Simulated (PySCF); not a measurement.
A side-by-side comparison of computed properties.

First species: C3H4F3OP.
Bonds: O1–P2 (double), P2–C3, C3–F4, C3–F5, C3–F6, P2–C7, C7–C8, P2–C8. Hydrogens: H9, H10 on C7; H11, H12 on C8.

Second species: isobutyronitrile, C4H7N.
Geometry (GFN2-xTB, Å), atoms numbered from 1 in this order:
```
atom  x, y, z in Å
C1     1.2078   -0.4183    0.4435
C2     0.1017    0.2015   -0.4156
C3    -1.2431   -0.4976   -0.1957
C4    -0.0281    1.6057   -0.0963
N5    -0.1351    2.7127    0.1677
H6     1.3289   -1.4686    0.1875
H7     0.9534   -0.3442    1.4988
H8     2.1543    0.0926    0.2800
H9     0.3809    0.1307   -1.4745
H10   -1.5389   -0.4283    0.8490
H11   -2.0191   -0.0390   -0.8046
H12   -1.1615   -1.5480   -0.4658
```

Levels: PBE0/def2-SVPD for dipole moment, HOMO energy, LUMO energy, HOMO–LUMO gap, static isotropic polarisability and electronic spatial extent ⟨r²⟩ about the centre of nuclear charge; TDDFT PBE0/def2-SVPD for lowest singlet excitation; TDA PBE0/def2-SVPD for lowest triplet excitation (Tamm–Dancoff); GFN2-xTB for rotational constant A and rotational constant C. Geometries: GFN2-xTB. Each species is one conformer at its optimised geometry, gas phase, non-relativistic unless stated; the electronic structure was computed with PySCF and density fitting.

Dipoles, sizes and rotational constants follow the conformer. The torsions of the flexible species, by atom-mapped SMILES:
- `[O:1]=[P:2]1([C:3]([F:4])([F:5])[F:6])[CH2:7][CH2:8]1`: O1–P2–C3–F4 59°

Question: Which has the higher HOMO–LUMO gap?

Answer: The second: 9.62 eV against 8.00 eV, a difference of 1.62 eV.

Question: Which of the two has the higher HOMO energy, and by how much?

Answer: The first: -8.01 eV against -9.32 eV, a difference of 1.31 eV.

Question: Which of the two has the higher S1 energy, and by how much?

Answer: The second: 7.87 eV against 6.31 eV, a difference of 1.56 eV.

Question: Which of the two has the higher rotational constant C, and by how much?

Answer: The second: 2.976 GHz against 1.267 GHz, a difference of 1.709 GHz.

Question: Which of the two has the higher T1 energy, and by how much?

Answer: The second: 6.48 eV against 5.81 eV, a difference of 0.67 eV.

Question: Which of the two has the higher rotational constant A, and by how much?

Answer: The second: 7.997 GHz against 2.593 GHz, a difference of 5.404 GHz.

Question: Which of the two has the higher static isotropic polarisability, and by how much?

Answer: The first: 62.4 au against 51.8 au, a difference of 10.6 au.

Question: Which of the two has the higher LUMO energy, and by how much?

Answer: The second: 0.30 eV against -0.01 eV, a difference of 0.31 eV.

On the first: S1 lies 1.69 eV below the HOMO–LUMO gap; its leading configuration is HOMO→LUMO, weight 0.94. The 8 singlets span 6.31 to 8.28 eV, and their oscillator strengths add up to 0.25.

On the second: The principal polarisabilities are 43.9, 50.1 and 61.5 au; their mean is the isotropic value. In wavenumbers S1 is 63500 cm⁻¹ (1 eV = 8065.54 cm⁻¹).
